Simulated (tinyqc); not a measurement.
Extended Hueckel theory, for LiH, step by step. Computed by tinyqc, a small Python program that keeps every step (integrals from PySCF). Settings: charge = 0, K = 1.5, weighted = 1, multiplicity = 1. Command: `OMP_NUM_THREADS=1 python tinyqc.py 27584 27585 out.jsonl` (the two numbers bound the seeds that draw the settings). One thread of a shared host (Intel(R) Xeon(R) Processor @ 2.60GHz), about 0.01 s of CPU time with the checks.

## Overlaps

Geometry (angstrom):
```
atom,x,y,z
Li,0.000000,0.000000,0.000000
H,0.000000,0.000000,1.564000
```

Parameters chosen for this run:
```
element,shell,Slater exponent,H_ii (eV)
H,1s,1.300000,-13.600000
Li,2s,0.650000,-5.400000
Li,2p,0.650000,-3.500000
```

Slater orbitals, each expanded in six Gaussians scaled to its exponent.

overlap S, lower triangle:
```
,1Li 2s,1Li 2px,1Li 2py,1Li 2pz,2H 1s
1Li 2s,1.000000
1Li 2px,0.000000,1.000000
1Li 2py,0.000000,0.000000,1.000000
1Li 2pz,0.000000,0.000000,0.000000,1.000000
2H 1s,0.365872,0.000000,0.000000,0.484169,1.000000
```

## Wolfsberg-Helmholz matrix

diagonal H_ii (eV): 1Li 2s -5.400000, 1Li 2px -3.500000, 1Li 2py -3.500000, 1Li 2pz -3.500000, 2H 1s -13.600000

K = 1.500000

H_ij = K' S_ij (H_ii + H_jj)/2 for i != j (the diagonal keeps H_ii), with K' = K + D^2 + D^4 (1 - K), D = (H_ii - H_jj)/(H_ii + H_jj), K = 1.5.

H (eV), lower triangle:
```
,1Li 2s,1Li 2px,1Li 2py,1Li 2pz,2H 1s
1Li 2s,-5.400000
1Li 2px,0.000000,-3.500000
1Li 2py,0.000000,0.000000,-3.500000
1Li 2pz,0.000000,0.000000,0.000000,-3.500000
2H 1s,-5.800792,0.000000,0.000000,-7.401711,-13.600000
```

## Orbitals

valence electrons = 2

Solve H C = S C e through S^(-1/2); fill by pairs from the bottom, a degenerate level sharing its electrons equally; each orbital has its largest coefficient positive (the first on a tie).

orbital energies (eV): -13.728378  -4.822149  -3.500000  -3.500000  3.743978

occupations: 2.000000  0.000000  0.000000  0.000000  0.000000

coefficients:
```
,MO1,MO2,MO3,MO4,MO5
1Li 2s,0.086955,0.879501,0.000000,0.000000,0.656368
1Li 2px,0.000000,0.000000,0.950135,0.311838,0.000000
1Li 2py,0.000000,0.000000,-0.311838,0.950135,0.000000
1Li 2pz,0.068701,-0.482520,0.000000,0.000000,1.064676
2H 1s,0.930892,-0.125906,0.000000,0.000000,-0.837002
```

sum of one-electron energies = -27.456757 eV

Within a degenerate level the vectors are fixed only up to a rotation; this is one choice.

## Mulliken analysis

P = C n C^T; charge = valence electrons (H 1, Li 1) minus the sum of (P S)_ii on the atom; overlap population = 2 sum P_ij S_ij between two atoms.

charges: 1Li 0.854279, 2H -0.854279

Overlap populations:
```
pair,value
2-1,0.242319
```
